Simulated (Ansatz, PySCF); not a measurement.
Molecule: cyclobutane, C4H8 (charge 0, singlet). SMILES: C1CCC1
Geometry from a B3LYP-D3(BJ)/def2-TZVP (Ansatz, an electronic-structure program) optimisation:
```
C
H 1 1.0899
H 1 1.0911 2 108.56
C 1 1.5494 2 117.79 3 127.92
H 4 1.0899 1 117.79 2 -99.90
H 4 1.0911 5 108.56 1 -127.92
C 1 1.5494 2 117.79 3 -127.92
H 7 1.0899 1 117.79 2 99.90
H 7 1.0911 8 108.56 1 127.92
C 7 1.5494 8 117.79 9 127.92
H 10 1.0899 7 117.79 8 -99.90
H 10 1.0911 11 108.56 4 127.92
```

Unscaled harmonic wavenumbers (cm⁻¹) in rising order, each level at the stationary point that it reaches from this structure (no distance between atoms moves by over 0.3 Å); the order of modes can differ between levels, and a negative number is imaginary. B3LYP-D3(BJ)/def2-TZVP (PySCF, at the structure above): 193, 638, 756, 756, 890, 915, 915, 942, 966, 1015, 1172, 1179, 1250, 1250, 1258, 1265, 1290, 1290, 1485, 1485, 1493, 1524, 3050, 3050, 3050, 3054, 3083, 3096, 3096, 3114.

HF/6-31G* (Ansatz): 203, 687, 815, 815, 965, 989, 989, 1016, 1045, 1082, 1289, 1294, 1367, 1367, 1391, 1395, 1438, 1438, 1631, 1632, 1632, 1675, 3220, 3224, 3224, 3232, 3258, 3270, 3270, 3290. Zero-point energy 74.5 against 69.4 kcal/mol; where all levels lie over 400 cm⁻¹, the wavenumbers are on average 1.082 times those of B3LYP-D3(BJ)/def2-TZVP.

B3LYP/6-31G* (Ansatz): 189, 641, 760, 760, 892, 924, 924, 951, 971, 1023, 1183, 1190, 1263, 1263, 1270, 1277, 1308, 1308, 1511, 1511, 1518, 1550, 3062, 3062, 3062, 3069, 3097, 3111, 3111, 3128. Zero-point energy 69.9 against 69.4 kcal/mol; where all levels lie over 400 cm⁻¹, the wavenumbers are on average 1.008 times those of B3LYP-D3(BJ)/def2-TZVP.
